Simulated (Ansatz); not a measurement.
Input for Ansatz (development build ahead of 0.2.0):

```yaml
crystal:
  periodic: [false, false, false]
  atoms:
    - { symbol: O, position_ang: [0.0, -0.37058, -2.06718] }
    - { symbol: H, position_ang: [0.0, -0.46636, -0.99356] }
    - { symbol: Cl, position_ang: [0.0, 0.16243, 1.15449] }
    - { symbol: H, position_ang: [0.0, 0.66961, -2.09527] }
basis:
  gaussian: { orbitals: cc-pVDZ }
total_charge: -1
hamiltonian:
  xc: hf
correlation:
  method: mp2
  frozen_orbitals: { Cl: 5, H: 0, O: 1 }
```

The input is written out in the form of the current development build from the run's settings.

Output:

```yaml
Converged: yes
Reference_energy: -535.57560 hartree
Correlation_energy: -0.34728 hartree
Total_energy: -535.92288 hartree
Spin_squared_of_the_determinant: 0.000
```

Caution: no diffuse functions for an anion.
